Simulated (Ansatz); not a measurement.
# CH3F + H4Si: molecular dynamics

The plan is to follow the two partners and see whether they stay together, part or react. The start is relaxed first. Runs: 213 steps of 0.5 fs under a Nosé-Hoover thermostat at 1000 K; 266 steps of 0.5 fs under a Langevin thermostat at 700 K; 266 steps of 0.5 fs at constant energy, with velocities drawn for 200 K. SMILES of the start: [SiH4].CF.

Method: RKS CAM-B3LYP-D4/STO-3G, in Ansatz 0.2.0.

**1. Starting point**

Bond lengths: Si1–H2 1.464 Å, Si1–H3 1.464 Å, Si1–H4 1.462 Å, Si1–H5 1.458 Å, C6–F7 1.363 Å, C6–H8 1.090 Å, C6–H9 1.090 Å, C6–H10 1.090 Å. Angles: H2–Si1–H3 109.0°, H2–Si1–H4 108.7°, H2–Si1–H5 110.0°, H3–Si1–H4 108.8°, H3–Si1–H5 109.8°, H4–Si1–H5 110.5°, F7–C6–H8 108.1°, F7–C6–H9 108.1°, F7–C6–H10 107.9°, H8–C6–H9 110.8°, H8–C6–H10 110.9°, H9–C6–H10 110.8°.

As a file:

```xyz
10

Si    0.0178   -0.1075   -2.1132
H    -0.3476   -0.5013   -3.4752
H     1.4770   -0.1060   -1.9939
H    -0.5300   -1.0894   -1.1780
H    -0.5024    1.2231   -1.8213
C     0.0112    0.0706    2.1567
F    -0.6513    0.9598    1.3637
H     1.0398    0.0003    1.8016
H    -0.4916   -0.8938    2.0791
H    -0.0230    0.4441    3.1805
```

**2. Relaxing the start**

File input.yaml:

```yaml
crystal:
  periodic: [false, false, false]
  atoms:
    - { symbol: Si, position_ang: [0.0178, -0.1075, -2.1132] }
    - { symbol: H, position_ang: [-0.3476, -0.5013, -3.4752] }
    - { symbol: H, position_ang: [1.477, -0.106, -1.9939] }
    - { symbol: H, position_ang: [-0.53, -1.0894, -1.178] }
    - { symbol: H, position_ang: [-0.5024, 1.2231, -1.8213] }
    - { symbol: C, position_ang: [0.0112, 0.0706, 2.1567] }
    - { symbol: F, position_ang: [-0.6513, 0.9598, 1.3637] }
    - { symbol: H, position_ang: [1.0398, 0.0003, 1.8016] }
    - { symbol: H, position_ang: [-0.4916, -0.8938, 2.0791] }
    - { symbol: H, position_ang: [-0.023, 0.4441, 3.1805] }
basis:
  gaussian: { orbitals: STO-3G }
hamiltonian:
  xc: cam_b3lyp
  dispersion: d4
relax:
  f_tol: 0.02
  max_steps: 40
output:
  orbitals: {}
```

The run is started by

```console
> ansatz run input.yaml --threads 1 --pin off --max-ram 2048MiB --backend cpu --events-out ev --progress --plain --runs-dir out
```

The log of the run, shortened:

```text
Warning: RAYON_NUM_THREADS=1 ignored (pool sized by the plan → 1); use --threads N
[...]
Functional definition: CAM-B3LYP
[...]
354 factors; integrals over basis functions are off by at most 7.7e-6 eV
161 factors; integrals over basis functions are off by at most 7.5e-7 eV
[...]
mean field -11598.27285130 eV, -426.2286656934 hartree, gradient 4.8e-5 eV, S^2 0.000000; 0 other end points of the search recorded, 0 dependent functions left out
[...]
reference -11598.27294427 eV, -426.2286691102 hartree; 18, 18 occupied and 8, 8 virtual orbitals, 354 factors
relax step   1: F+E_penalty+E_count = -11598.35673484 eV  Δ(F+E_penalty+E_count) = +0.000e0 eV  max|allowed force component| = 1.779e0 eV/Å  Δτ_max = 0.0000 Å  (18 SCF iters, accepted)
[...]
Atom 2 at     1.238109     0.076172    -1.268148 Å, force    -0.000228    -0.000298     0.000316 eV/Å
Atom 3 at    -0.838666    -1.012929    -0.960981 Å, force    -0.001312     0.000050    -0.000811 eV/Å
Atom 4 at    -0.781086     1.222081    -1.751428 Å, force     0.000089     0.001714    -0.001081 eV/Å
Atom 5 at     0.122063     0.032323     1.795931 Å, force     0.010181     0.002609    -0.005265 eV/Å
Atom 6 at    -0.236902     0.893140     0.745066 Å, force    -0.004870    -0.000712     0.000496 eV/Å
Atom 7 at     1.215145    -0.166608     1.788025 Å, force    -0.004205    -0.001363     0.004069 eV/Å
Atom 8 at    -0.404695    -0.941698     1.706334 Å, force     0.000369     0.000488     0.002997 eV/Å
Atom 9 at    -0.140543     0.478546     2.778397 Å, force    -0.000849    -0.002177    -0.001380 eV/Å
Dipole moment:     0.050863    -0.100945     0.239089 e Å
```

It took 38 s on 1 thread of AMD EPYC (Zen 3), shared host; peak memory 0.13 GiB.

Step by step:

```tsv
step	energy from step 1 (eV)	largest force component (eV/Å)
1	0.0000	1.7795
2	-0.1742	0.1147
3	-0.1782	0.0388
4x	-0.1781	0.2052
5	-0.1818	0.0565
6	-0.1865	0.0906
7	-0.1956	0.2226
8	-0.2097	0.4135
9	-0.2138	0.4875
10	-0.2249	0.0400
11	-0.2253	0.0102
```

Step 1 is the start. 1 step was tried and not accepted (marked x).

After: Bond lengths: Si1–H2 1.439 Å, Si1–H3 1.436 Å, Si1–H4 1.436 Å, Si1–H5 1.436 Å, C6–F7 1.405 Å, C6–H8 1.111 Å, C6–H9 1.111 Å, C6–H10 1.111 Å. Angles: H2–Si1–H3 107.7°, H2–Si1–H4 107.6°, H2–Si1–H5 107.9°, H3–Si1–H4 110.8°, H3–Si1–H5 111.3°, H4–Si1–H5 111.3°, F7–C6–H8 110.8°, F7–C6–H9 110.8°, F7–C6–H10 110.8°, H8–C6–H9 108.0°, H8–C6–H10 108.1°, H9–C6–H10 108.2°.

**3. Run 1**

213 steps of 0.5 fs under a Nosé-Hoover thermostat at 1000 K, from the relaxed start.

File input.yaml:

```yaml
crystal:
  periodic: [false, false, false]
  atoms:
    - { symbol: Si, position_ang: [-0.112737, -0.048723, -1.739616] }
    - { symbol: H, position_ang: [-0.060789, -0.532403, -3.093578] }
    - { symbol: H, position_ang: [1.238109, 0.076172, -1.268148] }
    - { symbol: H, position_ang: [-0.838666, -1.012929, -0.960981] }
    - { symbol: H, position_ang: [-0.781086, 1.222081, -1.751428] }
    - { symbol: C, position_ang: [0.122063, 0.032323, 1.795931] }
    - { symbol: F, position_ang: [-0.236902, 0.89314, 0.745066] }
    - { symbol: H, position_ang: [1.215145, -0.166608, 1.788025] }
    - { symbol: H, position_ang: [-0.404695, -0.941698, 1.706334] }
    - { symbol: H, position_ang: [-0.140543, 0.478546, 2.778397] }
basis:
  gaussian: { orbitals: STO-3G }
hamiltonian:
  xc: cam_b3lyp
  dispersion: d4
md:
  timestep: 0.5
  n_steps: 213
  ensemble: nvt_nose_hoover
  temperature: 1000.0
  initial_velocities: maxwell_boltzmann
  seed: 187002
  nose_hoover: { tau: 300.0, chain_length: 3 }
```

The run is started by

```console
> ansatz run input.yaml --threads 1 --pin off --max-ram 2048MiB --backend cpu --events-out ev --progress --plain --runs-dir out
```

The log of the run, shortened:

```text
Warning: RAYON_NUM_THREADS=1 ignored (pool sized by the plan → 1); use --threads N
[...]
Functional definition: CAM-B3LYP
[...]
363 factors; integrals over basis functions are off by at most 9.4e-6 eV
161 factors; integrals over basis functions are off by at most 8.5e-7 eV
[...]
mean field -11598.47948280 eV, -426.2362592610 hartree, gradient 5.8e-5 eV, S^2 0.000000; 0 other end points of the search recorded, 0 dependent functions left out
[...]
md step    60: t =    30.00 fs  T =   806.2 K  F+E_penalty+E_count = -11598.37800792 eV  E_kin = 0.833714 eV  conserved = -11597.54678638 eV  (24 SCF iters, 3 dispersion substeps)
md step    61: t =    30.50 fs  T =   741.4 K  F+E_penalty+E_count = -11598.30969156 eV  E_kin = 0.766709 eV  conserved = -11597.54559743 eV  (24 SCF iters, 3 dispersion substeps)
md step    62: t =    31.00 fs  T =   635.5 K  F+E_penalty+E_count = -11598.19832102 eV  E_kin = 0.657145 eV  conserved = -11597.54390171 eV  (24 SCF iters, 3 dispersion substeps)
```

**4. The log goes on: dynamics from the start**

The log, continued, shortened:

```text
md step    63: t =    31.50 fs  T =   512.6 K  F+E_penalty+E_count = -11598.06953842 eV  E_kin = 0.530093 eV  conserved = -11597.54226434 eV  (24 SCF iters, 3 dispersion substeps)
[...]
md step    84: t =    42.00 fs  T =   750.2 K  F+E_penalty+E_count = -11598.31679855 eV  E_kin = 0.775757 eV  conserved = -11597.54582684 eV  (24 SCF iters, 3 dispersion substeps)
[...]
md step   126: t =    63.00 fs  T =   518.9 K  F+E_penalty+E_count = -11598.06955443 eV  E_kin = 0.536537 eV  conserved = -11597.54397094 eV  (24 SCF iters, 3 dispersion substeps)
[...]
md step   146: t =    73.00 fs  T =   521.2 K  F+E_penalty+E_count = -11598.06838243 eV  E_kin = 0.538914 eV  conserved = -11597.54413836 eV  (25 SCF iters, 3 dispersion substeps)
md step   147: t =    73.50 fs  T =   543.3 K  F+E_penalty+E_count = -11598.09139410 eV  E_kin = 0.561828 eV  conserved = -11597.54445765 eV  (20 SCF iters, 3 dispersion substeps)
```

**5. The output, continued: dynamics from the start**

Output, continued, shortened:

```text
md step   148: t =    74.00 fs  T =   540.6 K  F+E_penalty+E_count = -11598.08842951 eV  E_kin = 0.559036 eV  conserved = -11597.54451291 eV  (25 SCF iters, 3 dispersion substeps)
[...]
md step   164: t =    82.00 fs  T =   549.7 K  F+E_penalty+E_count = -11598.09264227 eV  E_kin = 0.568485 eV  conserved = -11597.54320779 eV  (20 SCF iters, 3 dispersion substeps)
[...]
Atom 6 at    -0.078832     0.607022     0.834884 Å, force    -0.019611    -0.274675     0.187163 eV/Å
Atom 7 at     1.145866     0.139124     2.495590 Å, force    -1.841677    -0.332530    -0.554472 eV/Å
Atom 8 at    -0.552494    -0.679953     2.421035 Å, force     0.231839     0.160092     0.055572 eV/Å
Atom 9 at    -0.330472     1.091534     2.814180 Å, force    -0.477479    -0.030734     0.275100 eV/Å
Dipole moment:     0.053490    -0.006716     0.213022 e Å
```

Wall time 11 min (1 thread of AMD EPYC (Zen 3), shared host); peak memory 0.098 GiB.

**6. The trajectory**

The trajectory, every 9 steps (energies from step 0):

```tsv
time (fs)	T (K)	potential energy change (meV/atom)	conserved energy change (meV/atom)	closest contact of the partners (Å)
0.0	1000	0.0	0.00	2.58
4.5	555	46.4	0.32	2.51
9.0	303	72.8	0.70	2.49
13.5	728	28.6	0.42	2.29
18.0	596	42.2	0.38	2.13
22.5	267	76.6	0.71	2.13
27.0	489	53.8	0.82	2.25
31.5	513	51.2	0.57	2.40
36.0	484	54.1	0.39	2.41
40.5	558	46.8	0.58	2.30
45.0	384	64.9	0.67	2.27
49.5	619	40.3	0.20	2.35
54.0	650	37.2	0.23	2.47
58.5	364	67.3	0.60	2.37
63.0	519	51.2	0.40	2.25
67.5	692	33.3	0.23	2.28
72.0	425	61.4	0.51	2.40
76.5	382	66.3	0.78	2.47
81.0	606	43.1	0.53	2.52
85.5	477	56.7	0.55	2.49
90.0	406	64.5	0.75	2.48
94.5	538	50.9	0.63	2.59
99.0	656	38.7	0.30	2.59
103.5	485	56.8	0.41	2.49
106.5	552	50.1	0.51	2.52
```

time (fs), T (K) and a bar:
```
      0.0       1000 ##############################
      4.5        555 ###########
      9.5        386 ###
     14.0        678 ################
     18.5        547 ##########
     23.0        364 ##
     28.0        578 ############
     32.5        307 
     37.0        538 ##########
     41.5        707 #################
     46.5        323 #
     51.0        423 #####
     55.5        630 ##############
     60.0        453 ######
     65.0        407 ####
     69.5        431 #####
     74.0        541 ##########
     78.5        667 ################
     83.5        453 ######
     88.0        491 ########
     92.5        723 ##################
     97.0        598 #############
    102.0        433 #####
    106.5        552 ###########
```

**7. Snapshots as a file**

Positions (Å) and forces (eV/Å):

```xyz
10
time_fs=13.5 T=728 dE=0.2864
Si   -0.119   -0.038   -1.725    1.527    0.929    1.686
H    -0.096   -0.209   -3.085    0.087   -0.507   -2.022
H     1.266    0.047   -1.239   -0.816   -0.091   -0.344
H    -0.819   -1.073   -1.109   -0.488   -1.134    0.461
H    -0.839    1.147   -1.495   -0.326    0.851   -0.036
C     0.109    0.083    1.827   -1.820   -0.904    1.591
F    -0.208    0.829    0.682   -0.022   -0.228    0.408
H     1.179   -0.157    1.872    0.594    0.269    0.160
H    -0.422   -0.939    1.871    0.435    1.285   -0.492
H    -0.242    0.614    2.794    0.829   -0.470   -1.410
10
time_fs=26.5 T=517 dE=0.5075
Si   -0.140   -0.016   -1.714    3.368    0.991    1.386
H    -0.043   -0.172   -3.056   -0.027   -0.164   -2.738
H     1.277    0.008   -1.286   -1.038    0.153   -0.213
H    -0.642   -1.205   -1.281   -1.395   -1.669    1.159
H    -0.768    1.206   -1.466   -0.883    0.803    0.165
C     0.083    0.112    1.871    2.409    0.400   -1.418
F    -0.181    0.762    0.645   -0.018   -0.089    0.211
H     1.219   -0.030    1.993   -1.429   -0.284   -0.244
H    -0.451   -0.837    1.892   -0.214   -0.795    0.379
H    -0.201    0.759    2.679   -0.774    0.654    1.313
10
time_fs=40.0 T=494 dE=0.5339
Si   -0.129   -0.001   -1.732    2.019    1.844    1.805
H    -0.126   -0.152   -3.072    0.158   -0.671   -2.854
H     1.248    0.159   -1.248   -0.779   -0.174   -0.400
H    -0.854   -0.956   -1.117   -0.983   -2.717    1.047
H    -0.968    1.080   -1.497   -0.382    1.628    0.004
C     0.076    0.157    1.908   -1.327    0.649    0.187
F    -0.155    0.689    0.627   -0.037    0.177    0.455
H     1.122   -0.033    2.074    1.500   -0.167    0.149
H    -0.451   -0.801    2.039   -0.280   -0.271    0.025
H    -0.276    0.862    2.709    0.110   -0.297   -0.418
10
time_fs=53.0 T=487 dE=0.5438
Si   -0.154    0.025   -1.753    2.882    1.030    1.099
H    -0.046   -0.427   -3.023   -0.084   -0.406   -2.897
H     1.229    0.207   -1.368   -0.241   -0.011   -0.034
H    -0.601   -1.101   -1.134   -1.391   -1.522    1.533
H    -0.757    1.281   -1.685   -1.077    0.766    0.115
C     0.066    0.185    1.949   -1.075   -0.281    1.222
F    -0.135    0.635    0.637   -0.137   -0.026    0.227
H     1.146   -0.023    2.140   -0.180    0.396    0.107
H    -0.482   -0.789    2.190    0.391    0.896   -0.624
H    -0.363    0.960    2.683    0.913   -0.842   -0.746
10
time_fs=66.5 T=636 dE=0.3912
Si   -0.133    0.027   -1.797   -1.095    0.779   -0.048
H    -0.240   -0.377   -3.130    0.163   -0.738   -1.077
H     1.208    0.272   -1.475    0.916    0.150    0.271
H    -0.823   -0.830   -0.940   -0.162   -1.389    0.396
H    -0.978    1.161   -1.769    0.117    0.923    0.107
C     0.044    0.210    2.007    2.481   -0.408   -0.768
F    -0.122    0.594    0.666    0.100    0.516    0.366
H     1.175    0.069    2.250   -1.760   -0.160   -0.432
H    -0.511   -0.727    2.164   -0.044   -0.344    0.518
H    -0.285    0.989    2.686   -0.716    0.671    0.667
10
time_fs=80.0 T=677 dE=0.3561
Si   -0.151    0.033   -1.856   -1.490   -1.532   -0.609
H    -0.170   -0.551   -3.191   -0.130    0.766    0.160
H     1.157    0.255   -1.536    2.203    0.226    0.480
H    -0.649   -1.091   -1.075   -0.125    0.711    0.030
H    -0.795    1.311   -1.716   -0.457   -0.295   -0.177
C     0.045    0.222    2.062   -2.686    1.151   -0.193
F    -0.106    0.587    0.715   -0.067   -0.005    0.077
H     1.052    0.080    2.308    2.896   -0.475    0.598
H    -0.504   -0.699    2.323   -0.198   -0.229   -0.144
H    -0.339    1.040    2.726    0.054   -0.318   -0.223
10
time_fs=93.0 T=698 dE=0.3403
Si   -0.147    0.013   -1.916   -3.102   -0.380   -1.270
H    -0.209   -0.178   -3.384   -0.012   -0.554    1.110
H     1.170    0.162   -1.620    2.313    0.499    0.707
H    -0.719   -1.054   -1.061    0.337    0.595   -1.045
H    -0.949    1.219   -1.796    0.451   -0.230    0.464
C     0.038    0.255    2.125   -0.010   -1.342    0.406
F    -0.093    0.589    0.773    0.018    0.275    0.044
H     1.118    0.018    2.381   -0.760    0.626   -0.008
H    -0.529   -0.698    2.349    0.242    0.520   -0.199
H    -0.403    1.032    2.799    0.523   -0.010   -0.209
10
time_fs=106.5 T=552 dE=0.5013
Si   -0.148    0.007   -1.991   -3.171   -1.910   -0.963
H    -0.300   -0.328   -3.470    0.434    1.117    1.712
H     1.161    0.219   -1.581    1.499   -0.203    0.192
H    -0.815   -1.233   -1.426    1.117    1.522   -0.182
H    -0.878    1.173   -1.483    0.114   -0.512   -0.779
C     0.022    0.248    2.193    2.114    0.465    0.056
F    -0.079    0.607    0.835   -0.020   -0.275    0.187
H     1.146    0.139    2.496   -1.842   -0.333   -0.554
H    -0.552   -0.680    2.421    0.232    0.160    0.056
H    -0.331    1.091    2.814   -0.477   -0.031    0.275
```

On run 1: Against a set 1000 K the second half averages 520 K with a spread of 101 K; 52 meV/atom has gone into potential energy, and a thermostat that acts over some 300 fs has not made it up in 106 fs. The conserved energy strays from its start by at most 0.89 meV/atom, 1.7 % of the mean kinetic energy, which is good for a step of 0.5 fs. The bonding pattern survives the run. The partners' closest contact goes from 2.58 to 2.52 Å: they stay in touch over this short run.

**8. Run 2**

266 steps of 0.5 fs under a Langevin thermostat at 700 K, from the relaxed start. H is given a mass of 2.014 u.

Changes to input.yaml since step 3:

```diff
@@ -20,7 +20,8 @@
   timestep: 0.5
-  n_steps: 213
-  ensemble: nvt_nose_hoover
-  temperature: 1000.0
+  n_steps: 266
+  ensemble: nvt_langevin
+  temperature: 700.0
   initial_velocities: maxwell_boltzmann
-  seed: 187002
-  nose_hoover: { tau: 300.0, chain_length: 3 }
+  seed: 356742
+  friction: 0.05
+  masses: [{ species: H, mass: 2.014 }]
```

The run is started by

```console
> ansatz run input.yaml --threads 1 --pin off --max-ram 2048MiB --backend cpu --events-out ev --progress --plain --runs-dir out
```

The log of the run, shortened:

```text
Warning: RAYON_NUM_THREADS=1 ignored (pool sized by the plan → 1); use --threads N
[...]
Functional definition: CAM-B3LYP
[...]
363 factors; integrals over basis functions are off by at most 9.4e-6 eV
161 factors; integrals over basis functions are off by at most 8.5e-7 eV
[...]
mean field -11598.47948280 eV, -426.2362592610 hartree, gradient 5.8e-5 eV, S^2 0.000000; 0 other end points of the search recorded, 0 dependent functions left out
[...]
md step    96: t =    48.00 fs  T =   418.0 K  F+E_penalty+E_count = -11597.83772858 eV  E_kin = 0.540325 eV  (26 SCF iters)
[...]
md step   128: t =    64.00 fs  T =   522.0 K  F+E_penalty+E_count = -11597.76250931 eV  E_kin = 0.674762 eV  (24 SCF iters)
md step   129: t =    64.50 fs  T =   496.8 K  F+E_penalty+E_count = -11597.79017951 eV  E_kin = 0.642185 eV  (24 SCF iters)
md step   130: t =    65.00 fs  T =   548.5 K  F+E_penalty+E_count = -11597.84788324 eV  E_kin = 0.708949 eV  (24 SCF iters)
```

**9. The log goes on: dynamics from the start**

The log, continued, shortened:

```text
md step   131: t =    65.50 fs  T =   659.6 K  F+E_penalty+E_count = -11597.92555248 eV  E_kin = 0.852549 eV  (24 SCF iters)
[...]
md step   165: t =    82.50 fs  T =  1065.0 K  F+E_penalty+E_count = -11598.07698053 eV  E_kin = 1.376676 eV  (25 SCF iters)
[...]
md step   199: t =    99.50 fs  T =   734.3 K  F+E_penalty+E_count = -11598.21566694 eV  E_kin = 0.949207 eV  (25 SCF iters)
[...]
Atom 6 at     0.493718     1.382451     0.481994 Å, force    -1.295098    -0.294927     0.391774 eV/Å
Atom 7 at     2.024366     0.565371     1.464068 Å, force    -3.146875    -1.037043     1.119172 eV/Å
Atom 8 at     0.543651    -0.635247     1.213874 Å, force    -0.022829     2.005615     1.000509 eV/Å
Atom 9 at     0.472716     0.813005     2.520275 Å, force    -0.486760    -0.347628     0.081935 eV/Å
Dipole moment:     0.013573    -0.057739     0.187985 e Å
```

It took 14 min on 1 thread of AMD EPYC (Zen 3), shared host; peak memory 0.099 GiB.

**10. What the atoms did**

The trajectory, every 20 steps (energies from step 0):

```tsv
time (fs)	T (K)	potential energy change (meV/atom)	closest contact of the partners (Å)
0.0	630	0.0	2.58
10.0	356	89.4	2.60
20.0	758	26.5	2.53
30.0	786	36.3	2.54
40.0	788	76.9	2.50
50.0	436	71.1	2.39
60.0	788	51.9	2.20
70.0	662	65.4	2.16
80.0	799	58.3	2.45
90.0	571	58.1	2.49
100.0	774	35.6	2.34
110.0	638	36.7	2.39
120.0	524	41.8	2.52
130.0	811	46.6	2.59
133.0	640	69.1	2.54
```

time (fs), T (K) and a bar:
```
      0.0        630 ###############
      6.0        322 
     11.5        444 ######
     17.5        595 #############
     23.0        559 ############
     29.0        705 ###################
     34.5        644 ################
     40.5        780 ######################
     46.5        611 ##############
     52.0        575 ############
     58.0        811 ########################
     63.5        513 #########
     69.5        625 ###############
     75.0        716 ###################
     81.0        940 ##############################
     86.5        793 #######################
     92.5        732 ####################
     98.5        764 #####################
    104.0        630 ###############
    110.0        638 ###############
    115.5        854 ##########################
    121.5        491 ########
    127.0        622 ###############
    133.0        640 ###############
```

(Part 1 of 2 ends here.)
